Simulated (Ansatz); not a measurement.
Reaction (isomerisation): `C=COCOC` → 1,4-dioxane

Calculated with Ansatz (gas phase, PBE0-D4/def2-TZVP geometries, no zero-point term in ΔE). CBS: MP2 limit from def2 TZ/QZ plus the TZ coupled-cluster correction, frozen cores. DFT in def2-TZVPP. B3LYP here is the variant with VWN-RPA as its local correlation; programs differ in this. One conformer a species, not always the lowest.

Problem. Is it downhill or uphill in electronic energy at CCSD(T)/CBS, and by how much? (An estimate is asked.)

Solution. The calculation gave: Downhill: ΔE = -14.0 kcal/mol.

Problem. What do these levels give: B3LYP-D4, PBE, HF/def2-TZVPP, MP2/def2-TZVPP, HF/CBS(def2), MP2/CBS(def2)? (Best estimate.)

Solution. The calculation gave: B3LYP-D4 -10.6, PBE -12.0, HF/def2-TZVPP -10.9, MP2/def2-TZVPP -15.0, HF/CBS(def2) -10.8, MP2/CBS(def2) -15.2 kcal/mol.

Largest T1 diagnostic among the species: 0.012.

The D4 term adds −1.4 kcal/mol with B3LYP and −0.7 kcal/mol with PBE0; it sums over pairs of atoms, weighted by their polarisabilities, and B3LYP, whose exchange is more repulsive, gets the larger term. In def2-TZVPP, CCSD(T) changes the Hartree–Fock value by −2.9 kcal/mol (the triples alone add +0.5 kcal/mol) and MP2 by −4.1 kcal/mol.
